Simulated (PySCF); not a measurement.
**SiF⁻ from Hartree–Fock to correlated methods**

State: ³Σ⁻ (triplet), unpaired electrons π ↑↑. Set-up: PySCF, no relativity, basis sets Si def2-SVPD, F def2-SVPD. De refers to Si + F⁻ in their high-spin ground configurations, without counterpoise correction. The functionals are run spin-unrestricted. A positive dipole points towards F; it is taken about the centre of mass and depends on that origin.

```
      Level  Re (Å)  ωe (cm⁻¹)  De (eV)  μ (D)  CPU s a point (SCF and correlation, without the integrals)
        UHF   1.748        638      n/a   1.80                                                        0.18
    UHF-MP2   1.794        580     2.79    n/a                                                        0.29
UHF-SCS-MP2   1.794        578     2.74    n/a                                                         n/a
   UHF-CCSD   1.787        591      n/a    n/a                                                         n/a
UHF-CCSD(T)   1.794        580     2.80    n/a                                                         3.8
        PBE   1.795        575     3.08   1.71                                                        0.68
     PBEsol   1.779        598     3.30   1.83                                                        0.48
     r²SCAN   1.767        611     3.29   1.93                                                        0.89
       PBE0   1.768        612     3.18   1.78                                                         1.1
    r²SCAN0   1.753        633      n/a   1.90                                                           1
      HSE06   1.769        609     3.17   1.75                                                           1
     M06-2X   1.757        643     3.27   1.79                                                           1
```

Q: Which functional lies closest to UHF-CCSD(T) in De, which farthest, and by how much do they differ from it?

A: Closest is PBE (+0.1 pm in Re, -0.9 % in ωe, +0.28 eV in De against UHF-CCSD(T) in the same basis), farthest PBEsol (-1.5 pm in Re, +3.1 % in ωe, +0.50 eV in De). CCSD(T) converges more slowly with the basis than the functionals do and binds too weakly in this one, so the order can change at the basis-set limit.

Q: What does the triples do here, going from UHF-CCSD to UHF-CCSD(T)?

A: UHF-CCSD(T) less UHF-CCSD: +0.7 pm in Re, -1.9 % in ωe. Correlation nearly always deepens the well. The bond lengthens, as in strong covalent bonds, where excitations into antibonding orbitals dominate.

Q: What does all correlation do here, going from UHF to UHF-CCSD(T)?

A: UHF-CCSD(T) less UHF: +4.6 pm in Re, -9.1 % in ωe. Correlation nearly always deepens the well. The bond lengthens, as in strong covalent bonds, where excitations into antibonding orbitals dominate.

Correlated steps freeze 6 core orbitals. Correlated levels converge slowly with the basis: in double zeta they bind strong bonds too weakly, by up to about 1 eV, and carry superposition errors of some tenths. For an ion De counts to the pair picked by the measured ionisation energies or electron affinities, which need not be the lowest pair at this level. The highest Kohn–Sham level is positive in this anion. Much of that is self-interaction error, but it also means that the finite basis helps to hold the extra electron. The state is the lowest determinant that a PBE0 search found; another state may lie lower at other levels.

The whole job (state search and all levels along the bond) took about 2.5 min on 1 thread of Oxide Virtual Turin-like (shared host), peak memory 0.54 GiB.
